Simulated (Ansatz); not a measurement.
hcp Co

The numbers are results of LDA (Ansatz, an electronic-structure program, PAW), not measurements.

Run with plane-wave cutoff 520 eV, 24×24×14 k mesh (along the axes of the cell as run), Fermi–Dirac smearing 0.05 eV, spin-polarised with parallel moments, scalar-relativistic PAW data made under PBE.

Cell (relaxed at this level):

```yaml
crystal:
  lattice:
    - [1.21441, -2.10342, 0.00000]
    - [1.21441, 2.10342, 0.00000]
    - [0.00000, 0.00000, 3.91854]
  atoms:
    - { symbol: Co, position: [0.33333, 0.66667, 0.25000], spin: 1.8 }
    - { symbol: Co, position: [0.66667, 0.33333, 0.75000], spin: 1.8 }
```

- bulk modulus B0 = 273 GPa
- band gap = none
- magnetic moment per atom (the cell's total over its atoms) = 1.51 μB
- pressure derivative B′ of the bulk modulus = 4.7

Measured, for comparison: bulk modulus 193 GPa (zero-point energy and finite temperature contributions removed, our sources range from 193 to 198; as tabulated in doi:10.1021/acs.jctc.3c00612). Computed (rounded) less measured: bulk modulus +41 % (+38 % to +41 % over the range).

Note: the bulk modulus comes from volumes at which shape and atoms were relaxed.

Spins in the cell block are starting values.

Moments are spin moments.

Computed values are for the static lattice.
